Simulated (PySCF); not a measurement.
C4H4N2, SMILES c1cnccn1.

The structure is a stationary point at PBE0-D3(BJ)/def2-SVP.

Method: PBE/def2-TZVP run with PySCF.

Symmetry labels are those of the subgroup D2h that the program uses (full group D2h).

**Question.** List the valence orbital energies around the gap with their symmetry. (The exact figures need the calculation; the answer reports its results.)

**Answer.** 
```
orbital  symmetry  energy (eV)
-------  --------  -----------
HOMO−7        B1u       -11.99
HOMO−6        B3u       -10.77
HOMO−5        B2u       -10.73
HOMO−4        B3g        -9.53
HOMO−3        B2g        -8.47
HOMO−2        B1u        -7.32
HOMO−1        B1g        -7.08
HOMO           Ag        -5.76
LUMO          B3u        -2.51
LUMO+1         Au        -1.85
LUMO+2         Ag         1.01
LUMO+3        B2u         1.39
```
